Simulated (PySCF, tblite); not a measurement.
# C2H2BrF, a complex of two parts: NMR shifts, interaction energy, infrared bands, spin-spin couplings and core binding energies

One table from this session's results is given with a row withheld; the runs are named, their logs left out.

Programs: tblite 0.8.0 and PySCF 2.14.0. All values are calculated, for the isolated system unless a continuum is named. Atoms count from 0, parts from 1.

### The system as given

6 atoms, charge 0, multiplicity 1; geometry: rigid parts in contact. Parts: 1 = atoms 0–1, `FBr`, charge 0; 2 = atoms 2–5, `C#C`, charge 0.

Set-up of the first run:

The job: settings as JSON, then the geometry in Å.

```
{"job": {"kind": "dock", "xc": "GFN2-xTB", "basis": "xTB"}, "charge": 0, "multiplicity": 1, "parts": [{"atoms": "0-1", "charge": 0, "multiplicity": 1}, {"atoms": "2-5", "charge": 0, "multiplicity": 1}]}
Br     0.899805     0.007726     0.006131
F     -0.899805    -0.007726    -0.006131
C      3.453130    -0.455281     0.623571
C      3.320953    -1.536889     0.135985
H      3.569235     0.495858     1.052239
H      3.204959    -2.488090    -0.292568
```

Method: GFN2-xTB search for minima from random contacts, gas phase.

Started as:

```sh
$ OMP_NUM_THREADS=1 python cluster_run.py task.json out
```

One launch serves the whole session: the jobs run in the order shown.

Steps of the session up to this table: Bringing the parts together with GFN2-xTB; Optimising the geometry at PBE0-D3(BJ)/def2-TZVPD; Shielding tensors: PBE0/pcSseg-2; Coupled-cluster interaction energy: CCSD(T) and MP2.

One of the session's tables, all rows but one given; the rest of the session is left out.

It belongs to the step «Coupled-cluster interaction energy: CCSD(T) and MP2». 

| method | interaction energy (kcal/mol) |
| --- | --- |
| HF/aug-cc-pVDZ | 1.09 |
| MP2/aug-cc-pVDZ | -3.95 |
| CCSD/aug-cc-pVDZ | -1.07 |
| CCSD(T)/aug-cc-pVDZ | -2.01 |
| HF/aug-cc-pVQZ | 0.65 |
| MP2/aug-cc-pVQZ | -7.07 |
| SCS-MP2/aug-cc-pVQZ | -4.70 |
| MP2, extrapolated | -7.57 |
| CCSD(T), limit estimate | ? |

**Question.** Estimate the row for CCSD(T), limit estimate.

**Answer.** interaction energy (kcal/mol): -5.62. In the column «interaction energy (kcal/mol)» it lies between MP2/aug-cc-pVQZ (-7.07) and SCS-MP2/aug-cc-pVQZ (-4.70).

Caveats from the session: The interaction energy leaves out the deformation of the parts, 0.51 kcal/mol (MP2); added to the CCSD(T) estimate it gives a binding of about -5.11 kcal/mol.
